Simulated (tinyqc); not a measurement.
Inside a calculation (part 1 of 2). Method: ROHF in the sto-3g basis, for LiH+, spin multiplicity 2. Computed by tinyqc, a small Python program that keeps every step (integrals from PySCF). Settings: charge = 1, multiplicity = 2, basis = sto-3g, energy threshold = 1e-10, iteration cap = 61, orthogonalisation = canonical, start = core, DIIS depth = 0, method = ROHF. Command: `OMP_NUM_THREADS=1 python tinyqc.py 26955 26956 out.jsonl` (the two numbers bound the seeds that draw the settings). One thread of a shared host (Intel(R) Xeon(R) Processor @ 2.60GHz), about 0.07 s of CPU time with the checks. Later iterations appear only in the table of the cycle.

## One-electron integrals

Geometry (angstrom):
```
atom        x        y        z
Li    0.00000  0.00000  0.00000
H     0.00000  0.00000  2.16600
```

Basis sto-3g: exponents (1/bohr^2) and contraction coefficients of normalised primitives:
```
element  l (shell)  exponent  coefficient
Li           s (1)  16.11958      0.15433
Li           s (1)   2.93620      0.53533
Li           s (1)   0.79465      0.44463
Li           s (2)   0.63629     -0.09997
Li           s (2)   0.14786      0.39951
Li           s (2)   0.04809      0.70012
Li           p (3)   0.63629      0.15592
Li           p (3)   0.14786      0.60768
Li           p (3)   0.04809      0.39196
H            s (1)   3.42525      0.15433
H            s (1)   0.62391      0.53533
H            s (1)   0.16886      0.44463
```

Overlap, kinetic and nuclear-attraction integrals over the contracted functions; the nuclear repulsion is the sum of Za Zb / Rab.

nuclear repulsion = 0.7329324 hartree

overlap S, order 1Li 1s, 1Li 2s, 1Li 2px, 1Li 2py, 1Li 2pz, 2H 1s:
$$\begin{pmatrix}
1.00000 & 0.24114 & 0.00000 & 0.00000 & 0.00000 & 0.01881 \\
0.24114 & 1.00000 & 0.00000 & 0.00000 & 0.00000 & 0.26217 \\
0.00000 & 0.00000 & 1.00000 & 0.00000 & 0.00000 & 0.00000 \\
0.00000 & 0.00000 & 0.00000 & 1.00000 & 0.00000 & 0.00000 \\
0.00000 & 0.00000 & 0.00000 & 0.00000 & 1.00000 & 0.37936 \\
0.01881 & 0.26217 & 0.00000 & 0.00000 & 0.37936 & 1.00000
\end{pmatrix}$$

kinetic energy T (hartree), order 1Li 1s, 1Li 2s, 1Li 2px, 1Li 2py, 1Li 2pz, 2H 1s:
$$\begin{pmatrix}
3.57679 & -0.02024 & 0.00000 & 0.00000 & 0.00000 & -0.00732 \\
-0.02024 & 0.10216 & 0.00000 & 0.00000 & 0.00000 & 0.01291 \\
0.00000 & 0.00000 & 0.31968 & 0.00000 & 0.00000 & 0.00000 \\
0.00000 & 0.00000 & 0.00000 & 0.31968 & 0.00000 & 0.00000 \\
0.00000 & 0.00000 & 0.00000 & 0.00000 & 0.31968 & 0.05427 \\
-0.00732 & 0.01291 & 0.00000 & 0.00000 & 0.05427 & 0.76003
\end{pmatrix}$$

nuclear attraction V (hartree), order 1Li 1s, 1Li 2s, 1Li 2px, 1Li 2py, 1Li 2pz, 2H 1s:
$$\begin{pmatrix}
-8.22719 & -1.02326 & 0.00000 & 0.00000 & -0.00879 & -0.07648 \\
-1.02326 & -1.44134 & 0.00000 & 0.00000 & -0.08969 & -0.41411 \\
0.00000 & 0.00000 & -1.40901 & 0.00000 & 0.00000 & 0.00000 \\
0.00000 & 0.00000 & 0.00000 & -1.40901 & 0.00000 & 0.00000 \\
-0.00879 & -0.08969 & 0.00000 & 0.00000 & -1.47711 & -0.60568 \\
-0.07648 & -0.41411 & 0.00000 & 0.00000 & -0.60568 & -1.95943
\end{pmatrix}$$

core Hamiltonian H = T + V (hartree), order 1Li 1s, 1Li 2s, 1Li 2px, 1Li 2py, 1Li 2pz, 2H 1s:
$$\begin{pmatrix}
-4.65041 & -1.04349 & 0.00000 & 0.00000 & -0.00879 & -0.08380 \\
-1.04349 & -1.33917 & 0.00000 & 0.00000 & -0.08969 & -0.40121 \\
0.00000 & 0.00000 & -1.08933 & 0.00000 & 0.00000 & 0.00000 \\
0.00000 & 0.00000 & 0.00000 & -1.08933 & 0.00000 & 0.00000 \\
-0.00879 & -0.08969 & 0.00000 & 0.00000 & -1.15743 & -0.55141 \\
-0.08380 & -0.40121 & 0.00000 & 0.00000 & -0.55141 & -1.19940
\end{pmatrix}$$

## Two-electron integrals

Functions are numbered as in S; the eight-fold symmetry (ij|kl) = (ji|kl) = (kl|ij) leaves the list below.

Two-electron integrals (ij|kl) in chemists' order, unique and non-zero (hartree):
```
(11|11) 1.68040   (21|11) 0.26542   (21|21) 0.04994   (22|11) 0.39773
(22|21) 0.09286   (22|22) 0.29056   (31|31) 0.00898   (32|31) 0.01379
(32|32) 0.06418   (33|11) 0.39664   (33|21) 0.09288   (33|22) 0.29050
(33|33) 0.31295   (41|41) 0.00898   (42|41) 0.01379   (42|42) 0.06418
(43|43) 0.01687   (44|11) 0.39664   (44|21) 0.09288   (44|22) 0.29050
(44|33) 0.27921   (44|44) 0.31295   (51|51) 0.00898   (52|51) 0.01379
(52|52) 0.06418   (53|53) 0.01687   (54|54) 0.01687   (55|11) 0.39664
(55|21) 0.09288   (55|22) 0.29050   (55|33) 0.27921   (55|44) 0.27921
(55|55) 0.31295   (61|11) 0.01967   (61|21) 0.00374   (61|22) 0.00718
(61|33) 0.00709   (61|44) 0.00709   (61|51) 0.00049   (61|52) 0.00096
(61|55) 0.00736   (61|61) 0.00031   (62|11) 0.07967   (62|21) 0.01899
(62|22) 0.06749   (62|33) 0.06356   (62|44) 0.06356   (62|51) 0.00292
(62|52) 0.02129   (62|55) 0.07530   (62|61) 0.00174   (62|62) 0.03124
(63|31) 0.00112   (63|32) 0.00610   (63|53) 0.00284   (63|63) 0.00164
(64|41) 0.00112   (64|42) 0.00610   (64|54) 0.00284   (64|64) 0.00164
(65|11) 0.10938   (65|21) 0.02622   (65|22) 0.09569   (65|33) 0.08911
(65|44) 0.08911   (65|51) 0.00449   (65|52) 0.03288   (65|55) 0.10875
(65|61) 0.00245   (65|62) 0.04744   (65|65) 0.07249   (66|11) 0.24425
(66|21) 0.05887   (66|22) 0.23068   (66|33) 0.21136   (66|44) 0.21136
(66|51) 0.00873   (66|52) 0.08340   (66|55) 0.26921   (66|61) 0.00544
(66|62) 0.14070   (66|65) 0.21940   (66|66) 0.77461
```

## Orthogonalisation

S = U s U^T; canonical form X = U s^(-1/2), so that X^T S X = 1. Each column of U has its largest component positive (the first on a tie).

eigenvalues of S: [0.52066, 0.80544, 1.00000, 1.00000, 1.18266, 1.49124]

X, order 1Li 1s, 1Li 2s, 1Li 2px, 1Li 2py, 1Li 2pz, 2H 1s:
$$\begin{pmatrix}
0.29348 & 0.75705 & 0.00000 & 0.00000 & 0.59945 & 0.21442 \\
-0.65588 & -0.59069 & 0.00000 & 0.00000 & 0.47147 & 0.39452 \\
0.00000 & 0.00000 & 0.67037 & 0.74203 & 0.00000 & 0.00000 \\
0.00000 & 0.00000 & 0.74203 & -0.67037 & 0.00000 & 0.00000 \\
-0.73542 & 0.50297 & 0.00000 & 0.00000 & -0.46287 & 0.41857 \\
0.92924 & -0.25795 & 0.00000 & 0.00000 & -0.22287 & 0.54200
\end{pmatrix}$$

Within a degenerate level the vectors are fixed only up to a rotation; this is one choice.

## Starting guess

The start is the orbitals of the core Hamiltonian; D(s) = C_occ C_occ^T for each spin.

D(alpha) at the start, order 1Li 1s, 1Li 2s, 1Li 2px, 1Li 2py, 1Li 2pz, 2H 1s:
$$\begin{pmatrix}
1.02603 & -0.08718 & 0.00000 & 0.00000 & -0.05821 & -0.05247 \\
-0.08718 & 0.26300 & 0.00000 & 0.00000 & 0.24699 & 0.24175 \\
0.00000 & 0.00000 & 0.00000 & 0.00000 & 0.00000 & 0.00000 \\
0.00000 & 0.00000 & 0.00000 & 0.00000 & 0.00000 & 0.00000 \\
-0.05821 & 0.24699 & 0.00000 & 0.00000 & 0.23250 & 0.22768 \\
-0.05247 & 0.24175 & 0.00000 & 0.00000 & 0.22768 & 0.22298
\end{pmatrix}$$

D(beta) at the start, order 1Li 1s, 1Li 2s, 1Li 2px, 1Li 2py, 1Li 2pz, 2H 1s:
$$\begin{pmatrix}
1.01134 & -0.02509 & 0.00000 & 0.00000 & 0.00024 & 0.00477 \\
-0.02509 & 0.00062 & 0.00000 & 0.00000 & -0.00001 & -0.00012 \\
0.00000 & 0.00000 & 0.00000 & 0.00000 & 0.00000 & 0.00000 \\
0.00000 & 0.00000 & 0.00000 & 0.00000 & 0.00000 & 0.00000 \\
0.00024 & -0.00001 & 0.00000 & 0.00000 & 0.00000 & 0.00000 \\
0.00477 & -0.00012 & 0.00000 & 0.00000 & 0.00000 & 0.00002
\end{pmatrix}$$

## Iteration 1: building the Fock matrix

J_ij = sum D_kl (ij|kl) with D = D(alpha) + D(beta), K_ij = sum D_kl (ik|jl) for each spin; F = H + J - K(s); E = tr D H + tr D J / 2 - 0.5 sum_s tr D(s) K(s) + E_nn.

Coulomb J (hartree), order 1Li 1s, 1Li 2s, 1Li 2px, 1Li 2py, 1Li 2pz, 2H 1s:
$$\begin{pmatrix}
3.70196 & 0.60951 & 0.00000 & 0.00000 & 0.01113 & 0.04639 \\
0.60951 & 1.06055 & 0.00000 & 0.00000 & 0.07387 & 0.27144 \\
0.00000 & 0.00000 & 1.04649 & 0.00000 & 0.00000 & 0.00000 \\
0.00000 & 0.00000 & 0.00000 & 1.04649 & 0.00000 & 0.00000 \\
0.01113 & 0.07387 & 0.00000 & 0.00000 & 1.08183 & 0.38782 \\
0.04639 & 0.27144 & 0.00000 & 0.00000 & 0.38782 & 0.98811
\end{pmatrix}$$

exchange K(alpha) (hartree), order 1Li 1s, 1Li 2s, 1Li 2px, 1Li 2py, 1Li 2pz, 2H 1s:
$$\begin{pmatrix}
1.69312 & 0.26415 & 0.00000 & 0.00000 & 0.00679 & 0.02533 \\
0.26415 & 0.17369 & 0.00000 & 0.00000 & 0.14335 & 0.17557 \\
0.00000 & 0.00000 & 0.03210 & 0.00000 & 0.00000 & 0.00000 \\
0.00000 & 0.00000 & 0.00000 & 0.03210 & 0.00000 & 0.00000 \\
0.00679 & 0.14335 & 0.00000 & 0.00000 & 0.17756 & 0.21484 \\
0.02533 & 0.17557 & 0.00000 & 0.00000 & 0.21484 & 0.38832
\end{pmatrix}$$

exchange K(beta) (hartree), order 1Li 1s, 1Li 2s, 1Li 2px, 1Li 2py, 1Li 2pz, 2H 1s:
$$\begin{pmatrix}
1.68634 & 0.25765 & 0.00000 & 0.00000 & 0.00062 & 0.01900 \\
0.25765 & 0.04619 & 0.00000 & 0.00000 & 0.00015 & 0.00344 \\
0.00000 & 0.00000 & 0.00844 & 0.00000 & 0.00000 & 0.00000 \\
0.00000 & 0.00000 & 0.00000 & 0.00844 & 0.00000 & 0.00000 \\
0.00062 & 0.00015 & 0.00000 & 0.00000 & 0.00847 & 0.00046 \\
0.01900 & 0.00344 & 0.00000 & 0.00000 & 0.00046 & 0.00029
\end{pmatrix}$$

F(alpha) (hartree), order 1Li 1s, 1Li 2s, 1Li 2px, 1Li 2py, 1Li 2pz, 2H 1s:
$$\begin{pmatrix}
-2.64157 & -0.69813 & 0.00000 & 0.00000 & -0.00445 & -0.06273 \\
-0.69813 & -0.45231 & 0.00000 & 0.00000 & -0.15916 & -0.30533 \\
0.00000 & 0.00000 & -0.07494 & 0.00000 & 0.00000 & 0.00000 \\
0.00000 & 0.00000 & 0.00000 & -0.07494 & 0.00000 & 0.00000 \\
-0.00445 & -0.15916 & 0.00000 & 0.00000 & -0.25316 & -0.37843 \\
-0.06273 & -0.30533 & 0.00000 & 0.00000 & -0.37843 & -0.59961
\end{pmatrix}$$

F(beta) (hartree), order 1Li 1s, 1Li 2s, 1Li 2px, 1Li 2py, 1Li 2pz, 2H 1s:
$$\begin{pmatrix}
-2.63479 & -0.69164 & 0.00000 & 0.00000 & 0.00172 & -0.05640 \\
-0.69164 & -0.32482 & 0.00000 & 0.00000 & -0.01596 & -0.13321 \\
0.00000 & 0.00000 & -0.05128 & 0.00000 & 0.00000 & 0.00000 \\
0.00000 & 0.00000 & 0.00000 & -0.05128 & 0.00000 & 0.00000 \\
0.00172 & -0.01596 & 0.00000 & 0.00000 & -0.08407 & -0.16405 \\
-0.05640 & -0.13321 & 0.00000 & 0.00000 & -0.16405 & -0.21158
\end{pmatrix}$$

total energy of this density = -7.5332813 hartree

## Iteration 1: Roothaan effective Fock matrix

With projectors Pc = D(beta) S, Po = (D(alpha) - D(beta)) S, Pv = 1 - D(alpha) S, the block xy is Px^T F Py; with Fc = (F(alpha) + F(beta))/2, the blocks are Fc for cc, oo, vv and cv, F(beta) for co and F(alpha) for ov.

effective F (hartree), order 1Li 1s, 1Li 2s, 1Li 2px, 1Li 2py, 1Li 2pz, 2H 1s:
$$\begin{pmatrix}
-2.63811 & -0.69284 & 0.00000 & 0.00000 & 0.00073 & -0.05746 \\
-0.69284 & -0.36710 & 0.00000 & 0.00000 & -0.07133 & -0.22115 \\
0.00000 & 0.00000 & -0.06311 & 0.00000 & 0.00000 & 0.00000 \\
0.00000 & 0.00000 & 0.00000 & -0.06311 & 0.00000 & 0.00000 \\
0.00073 & -0.07133 & 0.00000 & 0.00000 & -0.15872 & -0.28258 \\
-0.05746 & -0.22115 & 0.00000 & 0.00000 & -0.28258 & -0.44660
\end{pmatrix}$$

## Iteration 1: diagonalisation and new density

Diagonalise F' = X^T F X, C = X C', fill 2 alpha and 1 beta electrons from the bottom; D(s) = C_occ C_occ^T. Each column has its largest component positive (the first on a tie).

F' = X^T F X (hartree):
$$\begin{pmatrix}
-0.03457 & -0.24399 & 0.00000 & 0.00000 & -0.21518 & -0.20994 \\
-0.24399 & -1.01895 & 0.00000 & 0.00000 & -1.10782 & -0.40265 \\
0.00000 & 0.00000 & -0.06311 & 0.00000 & 0.00000 & 0.00000 \\
0.00000 & 0.00000 & 0.00000 & -0.06311 & 0.00000 & 0.00000 \\
-0.21518 & -1.10782 & 0.00000 & 0.00000 & -1.44316 & -0.51324 \\
-0.20994 & -0.40265 & 0.00000 & 0.00000 & -0.51324 & -0.71422
\end{pmatrix}$$

orbital energies (hartree): MO1 -2.63952, MO2 -0.50316, MO3 -0.12113, MO4 -0.06311, MO5 -0.06311, MO6 0.05291

coefficients C, order 1Li 1s, 1Li 2s, 1Li 2px, 1Li 2py, 1Li 2pz, 2H 1s:
$$\begin{pmatrix}
0.99370 & -0.08955 & -0.24402 & 0.00000 & 0.00000 & -0.09785 \\
0.02514 & 0.26977 & 0.94360 & 0.00000 & 0.00000 & 0.43958 \\
0.00000 & 0.00000 & 0.00000 & 0.77575 & -0.63104 & 0.00000 \\
0.00000 & 0.00000 & 0.00000 & 0.63104 & 0.77575 & 0.00000 \\
0.00107 & 0.26239 & -0.39168 & 0.00000 & 0.00000 & 0.98031 \\
-0.00221 & 0.77504 & -0.22297 & 0.00000 & 0.00000 & -0.78934
\end{pmatrix}$$

D(alpha) after iteration 1, order 1Li 1s, 1Li 2s, 1Li 2px, 1Li 2py, 1Li 2pz, 2H 1s:
$$\begin{pmatrix}
0.99545 & 0.00082 & 0.00000 & 0.00000 & -0.02243 & -0.07160 \\
0.00082 & 0.07341 & 0.00000 & 0.00000 & 0.07081 & 0.20902 \\
0.00000 & 0.00000 & 0.00000 & 0.00000 & 0.00000 & 0.00000 \\
0.00000 & 0.00000 & 0.00000 & 0.00000 & 0.00000 & 0.00000 \\
-0.02243 & 0.07081 & 0.00000 & 0.00000 & 0.06885 & 0.20336 \\
-0.07160 & 0.20902 & 0.00000 & 0.00000 & 0.20336 & 0.60070
\end{pmatrix}$$

D(beta) after iteration 1, order 1Li 1s, 1Li 2s, 1Li 2px, 1Li 2py, 1Li 2pz, 2H 1s:
$$\begin{pmatrix}
0.98743 & 0.02498 & 0.00000 & 0.00000 & 0.00106 & -0.00220 \\
0.02498 & 0.00063 & 0.00000 & 0.00000 & 0.00003 & -0.00006 \\
0.00000 & 0.00000 & 0.00000 & 0.00000 & 0.00000 & 0.00000 \\
0.00000 & 0.00000 & 0.00000 & 0.00000 & 0.00000 & 0.00000 \\
0.00106 & 0.00003 & 0.00000 & 0.00000 & 0.00000 & 0.00000 \\
-0.00220 & -0.00006 & 0.00000 & 0.00000 & 0.00000 & 0.00000
\end{pmatrix}$$

Within a degenerate level the vectors are fixed only up to a rotation; this is one choice.

## Iteration 2: building the Fock matrix

As before.

Coulomb J (hartree), order 1Li 1s, 1Li 2s, 1Li 2px, 1Li 2py, 1Li 2pz, 2H 1s:
$$\begin{pmatrix}
3.62407 & 0.59555 & 0.00000 & 0.00000 & 0.00979 & 0.04529 \\
0.59555 & 1.03958 & 0.00000 & 0.00000 & 0.08073 & 0.28864 \\
0.00000 & 0.00000 & 1.02073 & 0.00000 & 0.00000 & 0.00000 \\
0.00000 & 0.00000 & 0.00000 & 1.02073 & 0.00000 & 0.00000 \\
0.00979 & 0.08073 & 0.00000 & 0.00000 & 1.07067 & 0.41803 \\
0.04529 & 0.28864 & 0.00000 & 0.00000 & 0.41803 & 1.14695
\end{pmatrix}$$

exchange K(alpha) (hartree), order 1Li 1s, 1Li 2s, 1Li 2px, 1Li 2py, 1Li 2pz, 2H 1s:
$$\begin{pmatrix}
1.67660 & 0.27367 & 0.00000 & 0.00000 & 0.00015 & 0.02165 \\
0.27367 & 0.12853 & 0.00000 & 0.00000 & 0.09558 & 0.18018 \\
0.00000 & 0.00000 & 0.01936 & 0.00000 & 0.00000 & 0.00000 \\
0.00000 & 0.00000 & 0.00000 & 0.01936 & 0.00000 & 0.00000 \\
0.00015 & 0.09558 & 0.00000 & 0.00000 & 0.13610 & 0.24477 \\
0.02165 & 0.18018 & 0.00000 & 0.00000 & 0.24477 & 0.62679
\end{pmatrix}$$

exchange K(beta) (hartree), order 1Li 1s, 1Li 2s, 1Li 2px, 1Li 2py, 1Li 2pz, 2H 1s:
$$\begin{pmatrix}
1.67248 & 0.27314 & 0.00000 & 0.00000 & 0.00019 & 0.02110 \\
0.27314 & 0.05405 & 0.00000 & 0.00000 & 0.00005 & 0.00428 \\
0.00000 & 0.00000 & 0.00959 & 0.00000 & 0.00000 & 0.00000 \\
0.00000 & 0.00000 & 0.00000 & 0.00959 & 0.00000 & 0.00000 \\
0.00019 & 0.00005 & 0.00000 & 0.00000 & 0.00957 & 0.00058 \\
0.02110 & 0.00428 & 0.00000 & 0.00000 & 0.00058 & 0.00039
\end{pmatrix}$$

F(alpha) (hartree), order 1Li 1s, 1Li 2s, 1Li 2px, 1Li 2py, 1Li 2pz, 2H 1s:
$$\begin{pmatrix}
-2.70294 & -0.72161 & 0.00000 & 0.00000 & 0.00085 & -0.06015 \\
-0.72161 & -0.42812 & 0.00000 & 0.00000 & -0.10454 & -0.29274 \\
0.00000 & 0.00000 & -0.08796 & 0.00000 & 0.00000 & 0.00000 \\
0.00000 & 0.00000 & 0.00000 & -0.08796 & 0.00000 & 0.00000 \\
0.00085 & -0.10454 & 0.00000 & 0.00000 & -0.22286 & -0.37816 \\
-0.06015 & -0.29274 & 0.00000 & 0.00000 & -0.37816 & -0.67924
\end{pmatrix}$$

F(beta) (hartree), order 1Li 1s, 1Li 2s, 1Li 2px, 1Li 2py, 1Li 2pz, 2H 1s:
$$\begin{pmatrix}
-2.69881 & -0.72108 & 0.00000 & 0.00000 & 0.00081 & -0.05960 \\
-0.72108 & -0.35364 & 0.00000 & 0.00000 & -0.00901 & -0.11684 \\
0.00000 & 0.00000 & -0.07819 & 0.00000 & 0.00000 & 0.00000 \\
0.00000 & 0.00000 & 0.00000 & -0.07819 & 0.00000 & 0.00000 \\
0.00081 & -0.00901 & 0.00000 & 0.00000 & -0.09634 & -0.13397 \\
-0.05960 & -0.11684 & 0.00000 & 0.00000 & -0.13397 & -0.05284
\end{pmatrix}$$

total energy of this density = -7.6151412 hartree

## Iteration 2: Roothaan effective Fock matrix

As before.

effective F (hartree), order 1Li 1s, 1Li 2s, 1Li 2px, 1Li 2py, 1Li 2pz, 2H 1s:
$$\begin{pmatrix}
-2.70089 & -0.72141 & 0.00000 & 0.00000 & 0.00088 & -0.05892 \\
-0.72141 & -0.35439 & 0.00000 & 0.00000 & -0.01788 & -0.17852 \\
0.00000 & 0.00000 & -0.08307 & 0.00000 & 0.00000 & 0.00000 \\
0.00000 & 0.00000 & 0.00000 & -0.08307 & 0.00000 & 0.00000 \\
0.00088 & -0.01788 & 0.00000 & 0.00000 & -0.11917 & -0.23640 \\
-0.05892 & -0.17852 & 0.00000 & 0.00000 & -0.23640 & -0.41565
\end{pmatrix}$$

## Iteration 2: diagonalisation and new density

As before.

F' = X^T F X (hartree):
$$\begin{pmatrix}
-0.03977 & -0.23716 & 0.00000 & 0.00000 & -0.20630 & -0.24373 \\
-0.23716 & -1.04294 & 0.00000 & 0.00000 & -1.11884 & -0.43017 \\
0.00000 & 0.00000 & -0.08307 & 0.00000 & 0.00000 & 0.00000 \\
0.00000 & 0.00000 & 0.00000 & -0.08307 & 0.00000 & 0.00000 \\
-0.20630 & -1.11884 & 0.00000 & 0.00000 & -1.49148 & -0.54833 \\
-0.24373 & -0.43017 & 0.00000 & 0.00000 & -0.54833 & -0.64741
\end{pmatrix}$$

orbital energies (hartree): MO1 -2.70298, MO2 -0.44061, MO3 -0.14184, MO4 -0.08307, MO5 -0.08307, MO6 0.06383

coefficients C, order 1Li 1s, 1Li 2s, 1Li 2px, 1Li 2py, 1Li 2pz, 2H 1s:
$$\begin{pmatrix}
0.99236 & -0.06786 & -0.24728 & 0.00000 & 0.00000 & -0.11849 \\
0.03031 & 0.17942 & 0.93221 & 0.00000 & 0.00000 & 0.50487 \\
0.00000 & 0.00000 & 0.00000 & -0.70240 & 0.71178 & 0.00000 \\
0.00000 & 0.00000 & 0.00000 & 0.71178 & 0.70240 & 0.00000 \\
0.00106 & 0.19395 & -0.42714 & 0.00000 & 0.00000 & 0.98143 \\
-0.00389 & 0.85313 & -0.14554 & 0.00000 & 0.00000 & -0.72418
\end{pmatrix}$$

D(alpha) after iteration 2, order 1Li 1s, 1Li 2s, 1Li 2px, 1Li 2py, 1Li 2pz, 2H 1s:
$$\begin{pmatrix}
0.98938 & 0.01790 & 0.00000 & 0.00000 & -0.01211 & -0.06176 \\
0.01790 & 0.03311 & 0.00000 & 0.00000 & 0.03483 & 0.15295 \\
0.00000 & 0.00000 & 0.00000 & 0.00000 & 0.00000 & 0.00000 \\
0.00000 & 0.00000 & 0.00000 & 0.00000 & 0.00000 & 0.00000 \\
-0.01211 & 0.03483 & 0.00000 & 0.00000 & 0.03762 & 0.16546 \\
-0.06176 & 0.15295 & 0.00000 & 0.00000 & 0.16546 & 0.72785
\end{pmatrix}$$

D(beta) after iteration 2, order 1Li 1s, 1Li 2s, 1Li 2px, 1Li 2py, 1Li 2pz, 2H 1s:
$$\begin{pmatrix}
0.98477 & 0.03007 & 0.00000 & 0.00000 & 0.00105 & -0.00386 \\
0.03007 & 0.00092 & 0.00000 & 0.00000 & 0.00003 & -0.00012 \\
0.00000 & 0.00000 & 0.00000 & 0.00000 & 0.00000 & 0.00000 \\
0.00000 & 0.00000 & 0.00000 & 0.00000 & 0.00000 & 0.00000 \\
0.00105 & 0.00003 & 0.00000 & 0.00000 & 0.00000 & 0.00000 \\
-0.00386 & -0.00012 & 0.00000 & 0.00000 & 0.00000 & 0.00002
\end{pmatrix}$$

Within a degenerate level the vectors are fixed only up to a rotation; this is one choice.

## Iteration 3: building the Fock matrix

As before.

Coulomb J (hartree), order 1Li 1s, 1Li 2s, 1Li 2px, 1Li 2py, 1Li 2pz, 2H 1s:
$$\begin{pmatrix}
3.60702 & 0.59226 & 0.00000 & 0.00000 & 0.00943 & 0.04503 \\
0.59226 & 1.03415 & 0.00000 & 0.00000 & 0.08214 & 0.29308 \\
0.00000 & 0.00000 & 1.01415 & 0.00000 & 0.00000 & 0.00000 \\
0.00000 & 0.00000 & 0.00000 & 1.01415 & 0.00000 & 0.00000 \\
0.00943 & 0.08214 & 0.00000 & 0.00000 & 1.06758 & 0.42585 \\
0.04503 & 0.29308 & 0.00000 & 0.00000 & 0.42585 & 1.19013
\end{pmatrix}$$

exchange K(alpha) (hartree), order 1Li 1s, 1Li 2s, 1Li 2px, 1Li 2py, 1Li 2pz, 2H 1s:
$$\begin{pmatrix}
1.67314 & 0.27496 & 0.00000 & 0.00000 & -0.00008 & 0.02141 \\
0.27496 & 0.11285 & 0.00000 & 0.00000 & 0.07958 & 0.17176 \\
0.00000 & 0.00000 & 0.01600 & 0.00000 & 0.00000 & 0.00000 \\
0.00000 & 0.00000 & 0.00000 & 0.01600 & 0.00000 & 0.00000 \\
-0.00008 & 0.07958 & 0.00000 & 0.00000 & 0.12153 & 0.24453 \\
0.02141 & 0.17176 & 0.00000 & 0.00000 & 0.24453 & 0.68615
\end{pmatrix}$$

exchange K(beta) (hartree), order 1Li 1s, 1Li 2s, 1Li 2px, 1Li 2py, 1Li 2pz, 2H 1s:
$$\begin{pmatrix}
1.67066 & 0.27460 & 0.00000 & 0.00000 & 0.00000 & 0.02106 \\
0.27460 & 0.05487 & 0.00000 & 0.00000 & 0.00000 & 0.00431 \\
0.00000 & 0.00000 & 0.00972 & 0.00000 & 0.00000 & 0.00000 \\
0.00000 & 0.00000 & 0.00000 & 0.00972 & 0.00000 & 0.00000 \\
0.00000 & 0.00000 & 0.00000 & 0.00000 & 0.00969 & 0.00058 \\
0.02106 & 0.00431 & 0.00000 & 0.00000 & 0.00058 & 0.00038
\end{pmatrix}$$

F(alpha) (hartree), order 1Li 1s, 1Li 2s, 1Li 2px, 1Li 2py, 1Li 2pz, 2H 1s:
$$\begin{pmatrix}
-2.71653 & -0.72619 & 0.00000 & 0.00000 & 0.00072 & -0.06018 \\
-0.72619 & -0.41787 & 0.00000 & 0.00000 & -0.08713 & -0.27989 \\
0.00000 & 0.00000 & -0.09118 & 0.00000 & 0.00000 & 0.00000 \\
0.00000 & 0.00000 & 0.00000 & -0.09118 & 0.00000 & 0.00000 \\
0.00072 & -0.08713 & 0.00000 & 0.00000 & -0.21138 & -0.37009 \\
-0.06018 & -0.27989 & 0.00000 & 0.00000 & -0.37009 & -0.69542
\end{pmatrix}$$

F(beta) (hartree), order 1Li 1s, 1Li 2s, 1Li 2px, 1Li 2py, 1Li 2pz, 2H 1s:
$$\begin{pmatrix}
-2.71405 & -0.72583 & 0.00000 & 0.00000 & 0.00064 & -0.05983 \\
-0.72583 & -0.35989 & 0.00000 & 0.00000 & -0.00755 & -0.11243 \\
0.00000 & 0.00000 & -0.08490 & 0.00000 & 0.00000 & 0.00000 \\
0.00000 & 0.00000 & 0.00000 & -0.08490 & 0.00000 & 0.00000 \\
0.00064 & -0.00755 & 0.00000 & 0.00000 & -0.09954 & -0.12614 \\
-0.05983 & -0.11243 & 0.00000 & 0.00000 & -0.12614 & -0.00966
\end{pmatrix}$$

total energy of this density = -7.6208554 hartree
